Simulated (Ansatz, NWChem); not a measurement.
## SiH2Cl2 (dichlorosilane (DCS)): from total energies to a heat of formation

SiH2Cl2 has 5 atoms, charge 0, and is taken as a singlet. SMILES: `Cl[SiH2]Cl`. The shape is that of a PBE0-D4/def2-TZVP optimisation.

```xyz
5

Cl   -1.0361   -0.3934    1.6093
Si    0.1368   -0.0717   -0.0289
Cl   -0.7992    1.1968   -1.3240
H     0.3520   -1.3622   -0.7112
H     1.3965    0.5566    0.4134
```

Total energies at M06-L/6-311+G** (NWChem 7.3.0); the atoms run unrestricted:

```tsv
species	state	energy (Eh)
SiH2Cl2	singlet	-1211.202491
Cl	doublet	-460.136092
Si	triplet	-289.357808
H	doublet	-0.503425
```

Harmonic wavenumbers at PBE0-D4/def2-TZVP, in cm⁻¹: 186, 529, 592, 594, 707, 871, 950, 2272, 2286.

Measured heats of formation of the gaseous atoms at 298.15 K, in kJ/mol: Cl 121.3, Si 450.0, H 218.0. Spin-orbit lowering of the atoms at 298 K (mean of the ground term's levels less their thermal mean, from spectra), in kJ/mol: Cl 3.44, Si 0.44. Take 1 Eh = 2625.50 kJ/mol, 1 cm⁻¹ = 0.0119627 kJ/mol, RT = 2.479 kJ/mol.

Q: What heat of formation follows?

A: 
1. Electronic atomisation energy: 2 × (-460.136092) + (-289.357808) + 2 × (-0.503425) − (-1211.202491) = 0.565649 Eh = 1485.1 kJ/mol.
2. Zero-point energy: half the sum of the wavenumbers, 4493.5 cm⁻¹ = 53.8 kJ/mol.
3. Thermal vibrational enthalpy, Σ hcν̃/(exp(hcν̃/kT) − 1): 3.5 kJ/mol. Translation, rotation and pV of a non-linear molecule: 4 RT = 9.9 kJ/mol.
4. The 5 free atoms carry 5/2 RT each: 31.0 kJ/mol.
5. Spin-orbit coupling lowers the free atoms by 2 × 3.44 + 0.44 = 7.3 kJ/mol.
6. Atomisation enthalpy at 298 K: 1485.1 − 7.3 − 53.8 − 3.5 − 9.9 + 31.0 = 1441.6 kJ/mol.
7. Sum of the atoms' heats of formation: 1128.6 kJ/mol. Heat of formation: 1128.6 − 1441.6 = -313.0 kJ/mol.

The tabulated value is -320.5 kJ/mol (NIST-JANAF tables), so this level is off by +7.5 kJ/mol, or 0.5 % of the atomisation enthalpy. Anharmonicity and any spin-orbit splitting of the molecule are left out.
